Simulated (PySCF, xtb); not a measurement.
difluoromethane cation (CH2F2), SMILES FCF (connectivity only; charge and spin as stated), charge +1, multiplicity 2.

Harmonic wavenumbers (cm⁻¹) from xtb 6.7.1 with GFN2-xTB at its own minimum, in rising order: 516, 764, 954, 1089, 1102, 1134, 1205, 2340, 2485.

### Question
What does ωB97X-D3(BJ)/def2-TZVP (PySCF) give at its own minimum? (An estimate is asked for; the answer gives what the named calculation found.)

### Answer
597, 639, 994, 1061, 1090, 1274, 1459, 2144, 2514. Paired by order, the mean absolute difference is 100 cm⁻¹ and the zero-point energies are 16.6 and 16.8 kcal/mol.
